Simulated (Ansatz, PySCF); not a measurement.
AlCl₃, SMILES [Cl][Al]([Cl])[Cl].

The structure is a stationary point at B3LYP-D3(BJ)/def2-SVP. The isomer is the one that the SMILES or the coordinates give; other isomers of the formula were not compared.

Vertical ionisation energy (IE) and electron affinity (EA) in eV. Rows of orbital energies are one-electron estimates. Where ΔSCF, EOM or ADC give a negative EA the extra electron is unbound and the value depends on the basis.

| level | IE | EA |
|---|---|---|
| −ε(HOMO), −ε(LUMO), CAM-B3LYP/def2-TZVPD (PySCF) | 10.79 | 0.77 |
| −ε(HOMO), −ε(LUMO), PBE/def2-TZVPD (PySCF) | 8.02 | 2.40 |
| ADC(2)/aug-cc-pVDZ (PySCF) | 11.52 | 0.15 |
| ΔSCF, ωB97X-V/def2-SVPD (Ansatz), final states of multiplicity 2 and 2 | 12.11 | -0.05 |
| ΔSCF, PBE/def2-SVPD (Ansatz), final states of multiplicity 2 and 2 | 10.96 | 0.38 |

**Question.** What vertical singlet–triplet gap does ΔSCF give with ωB97X-V/def2-SVPD (Ansatz, a first-principles code) and with PBE/def2-SVPD (Ansatz)? (Estimate from the structure and the level; the computed values follow.)

**Answer.** 7.11 and 5.58 eV (triplet above singlet where positive).

**Question.** Beyond the first one, list the lowest photoelectron lines from ADC(2)/aug-cc-pVDZ (PySCF) with their pole strengths (two spins summed). (Estimate from the structure and the level; the computed values follow.)

**Answer.** 12.06 eV (1.80), 12.06 eV (1.80), 12.21 eV (1.80), 12.21 eV (1.80), 12.79 eV (1.81).
